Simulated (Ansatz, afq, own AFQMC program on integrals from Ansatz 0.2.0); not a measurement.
**Where AFQMC and coupled cluster stand for BGeH₃⁺, doublet**

```yaml
atoms:
  - { symbol: Ge, position_ang: [-0.0022, 0.0000, 0.3187] }
  - { symbol: B, position_ang: [-0.0666, 0.0000, -1.6292] }
  - { symbol: H, position_ang: [1.1607, 0.0000, -1.0289] }
  - { symbol: H, position_ang: [-0.1421, -1.0387, -2.2309] }
  - { symbol: H, position_ang: [-0.1421, 1.0387, -2.2309] }
```

Connectivity, by distances: Ge–BH2, 1 bridging H.

Basis cc-pVDZ. Noble-gas cores (and the filled d shells of Ga–Kr and In–Xe) are frozen. Integrals, coupled cluster, full CI and functionals: Ansatz 0.2.0; the random walks run on the same integrals in our own AFQMC program. The CISD trial takes its coefficients from CCSD amplitudes. Released means that phaseless walkers are propagated on without the constraint, phases kept. Error bars are statistical, one sigma. No spin–orbit coupling.

Determinant: UHF, the one that the program's search chose, which needn't be the lowest solution. The geometry is a PBE0/def2-TZVP stationary point of this or a neighbouring charge and spin state.

No full CI on the walks' own integrals is used here; CCSDT(Q) serves as the reference and is uncertain by about the last step of the cluster series.

Cautions: no relativity below Rb; no spin-orbit coupling; inner d shell frozen.

- T1 diagnostic: 0.0237
- weight of the determinant in the CISD state: 0.881
- ⟨S²⟩ of the determinant: 0.785
- size of the correlated space: 9 electrons in 41 orbitals

```json
{"level": "MP2", "correlation energy (eV)": "-4.0172"}
{"level": "CCSD", "correlation energy (eV)": "-5.0205"}
{"level": "CCSD(T)", "correlation energy (eV)": "-5.1756"}
```

(1) Estimate where AFQMC with the constraint released lies against CCSD(T) on the same integrals.

(1) 1.08 ± 0.37 kcal/mol below CCSD(T).

Reference: CCSDT(Q), correlation energy -5.216 eV. The released energy is read at 2.40 1/Eh (meV from the phaseless value at times in 1/Eh: -2 ± 9 at 0.24, -4 ± 10 at 0.51, -12 ± 11 at 0.99, -25 ± 13 at 1.62, -24 ± 16 at 2.40).

| level | E − E(reference) (kcal/mol) | share of correlation (%) |
| --- | --- | --- |
| CCSD(T) | 0.93 | 99.23 |
| CCSDT | 0.17 | 99.86 |
| ph-AFQMC/HF | 0.59 ± 1.09 | 99.51 |
| ph-AFQMC/CISD | 0.40 ± 0.19 | 99.67 |
| released AFQMC | -0.15 ± 0.37 | 100.13 |

A walk keeps the symmetry of its determinant, which the program's search chose and which needn't be the lowest solution, so a lower state of the same spin and another symmetry isn't excluded. Released energies are given only where the last usable release times agree within the noise; a slower fall can still hide under it.
